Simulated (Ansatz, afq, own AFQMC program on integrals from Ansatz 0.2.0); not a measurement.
# C, triplet: energetics from AFQMC and coupled cluster

A free C atom.

Basis aug-cc-pVDZ. Noble-gas cores (and the filled d shells of Ga–Kr and In–Xe) are frozen. AFQMC by an in-house program on the Cholesky factors that Ansatz 0.2.0 writes for its CCSD(T) run. ph-AFQMC/CISD is guided by a CISD state made of CCSD amplitudes; releasing the constraint for a short imaginary time cuts its bias at the price of noise, slowly where states lie close. ± is one standard error of the sampling.

Best estimates are CCSD(T) at the basis-set limit (def2-TZVPP/QZVPP) plus the step from CCSD(T) to the highest rung at hand in aug-cc-pVDZ, named in the table (released AFQMC can keep some 10 meV of bias). No zero-point, core-correlation or spin–orbit terms. Other levels are in aug-cc-pVDZ, the functionals in def2-TZVP; a dash marks a level that is missing or breaks spin symmetry for a member.

Cautions: C (triplet): full CI with its own frozen core; C⁺ (doublet): full CI with its own frozen core; C⁺ (quartet): another spin lies lower, full CI with its own frozen core; row 2: this isn't the first ionization.

```csv
process,wB97M-V (eV)
"to charge +1, doublet (vertical)",11.30
"to charge +1, quartet (vertical)",16.66
```

Q: From these values, estimate the best estimates.

A: 
```tsv
process	best estimate (eV)	highest rung
to charge +1, doublet (vertical)	11.23	FCI
to charge +1, quartet (vertical)	16.58	FCI
```

Errors against the best estimates in eV, in the same order:

```tsv
level	error, 1	error, 2
MP2	-0.09	-0.81
CCSD(T)	-0.16	-0.26
CCSD(T)/CBS	0.00	-0.01
PBE	0.30	-0.12
r2SCAN	0.44	-0.55
PBE0	0.28	-0.23
B3LYP	0.31	0.25
wB97M-V	0.07	0.08
B2PLYP	0.11	-0.01
```

Cost at the first geometry: PBE0/aug-cc-pVDZ, 0.18 s on 1 thread of Intel(R) Xeon(R) Platinum 8375C CPU @ 2.90GHz (Ice Lake), with other jobs on the host; UCCSD(T)/aug-cc-pVDZ, 0.24 s on 1 thread of Intel(R) Xeon(R) Platinum 8375C CPU @ 2.90GHz (Ice Lake), with other jobs on the host; CCSDT(Q), 1.2 s on 1 thread of Intel(R) Xeon(R) Platinum 8375C CPU @ 2.90GHz (Ice Lake), with other jobs on the host; ph-AFQMC/CISD with release, 2.3 min on 1 thread of Intel(R) Xeon(R) Platinum 8375C CPU @ 2.90GHz (Ice Lake), with other jobs on the host.

Best estimates are given only where the step beyond CCSD(T) is under 0.3 eV and no member's determinant is very poor (T1 over 0.05, or 0.07 for open shells, ⟨S²⟩ too high by 0.3, two states mixed), so the hardest cases are missing from such tables.

The functionals ran in a triple-zeta set and keep a basis error of their own, a few kJ/mol for each bond in atomization energies and more for double hybrids, so close places among them and the extrapolated levels can swap.

CCSDT and higher add their correlation energy to the determinant of the CCSD(T) run, since their own runs factorise the integrals more tightly (a shift of under 2 meV). Each member of a difference takes its own highest rung, so a best estimate needn't equal the limit plus the step of one row. A walk keeps the symmetry of its determinant, which the program's search chose and which needn't be the lowest solution, so a lower state of the same spin and another symmetry isn't excluded.
